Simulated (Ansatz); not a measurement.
# AlH₂F (quintet): from Hartree-Fock to the top rungs, cc-pVDZ

The task here is to estimate one member of a computed series from the others.

The runs use Ansatz 0.2.0, Gaussian basis; cc-pVDZ, core rule «outside noble gas», up to 6 orbitals frozen.

Plan: UHF; CCSD(T) on ROHF; CCSD(T) on UHF; BCCD(T) on ROHF; CISD as a restricted active space (open shells left free, so some higher excitations enter); CCSDT(Q) on ROHF; CCSDT(Q) on UHF.

44 further runs of the same task are left out: 16 for a known fault of the program, 11 that didn't finish, 17 set aside as unsound or not needed. Runs told in other sessions of the task aren't counted.

**What is computed**

The geometry is a PBE0/def2-TZVP stationary point (not a proven minimum) of the parent state, kept for this charge and spin.

4 atoms, charge 0, spin multiplicity 5.

Atoms are counted from 1 here; the program's logs count them from 0.

Bond lengths: Al1–F2 1.669 Å, Al1–H3 1.928 Å, Al1–H4 1.928 Å. Angles: F2–Al1–H3 80.3°, F2–Al1–H4 80.3°, H3–Al1–H4 160.7°.

Coordinates:

```xyz
4
charge 0, multiplicity 5
Al    0.00000    0.00000    0.67407
F     0.00000    0.00000   -0.99449
H     0.00000   -1.90080    0.35045
H     0.00000    1.90080    0.35045
```

The first run:

in.yaml reads:

```yaml
crystal:
  periodic: [false, false, false]
  atoms:
    - {symbol: Al, position_ang: [0.000000, 0.000000, 0.674065]}
    - {symbol: F, position_ang: [0.000000, 0.000000, -0.994493]}
    - {symbol: H, position_ang: [0.000000, -1.900804, 0.350451]}
    - {symbol: H, position_ang: [0.000000, 1.900804, 0.350450]}
basis:
  gaussian: {orbitals: cc-pVDZ}
magnetization: {spin_polarized: true, initial_magnetization: 4}
hamiltonian: {xc: hf}
output: {orbitals: {seedname: orbitals}}
```

The run is started by

```console
> ansatz run in.yaml --threads 1 --pin off --events-out ev --progress --plain --max-ram 2393MiB
```

Among the steps run: UHF; CCSD(T) on ROHF; CCSD(T) on UHF; BCCD(T) on ROHF; CISD as a restricted active space (open shells left free, so some higher excitations enter); CCSDT(Q) on ROHF; CCSDT(Q) on UHF.

One of the session's tables, all rows but one given; the rest of the session is left out.

```
   method  from UCCSDT(Q) (kcal/mol)
     ROHF                    +144.01
      UHF                    +143.45
     RMP2                          ?
     UMP2                      +7.36
     CISD                      +9.41
    RCCSD                      +3.21
    UCCSD                      +3.21
 RCCSD(T)                      +0.69
 UCCSD(T)                      +0.68
  BCCD(T)                      +0.64
   RCCSDT                      +0.33
   UCCSDT                      +0.32
RCCSDT(Q)                      +0.10
UCCSDT(Q)                          0
```

Q: Estimate the row for RMP2 from the others.

As computed: from UCCSDT(Q) (kcal/mol): +7.66. In the column «from UCCSDT(Q) (kcal/mol)» it lies between UMP2 (+7.36) and CISD (+9.41).

Limits of these values: Restricted and unrestricted rows rest on different reference determinants; a gap between their highest levels can come from leftover correlation error, from unlike frozen cores or from another state.
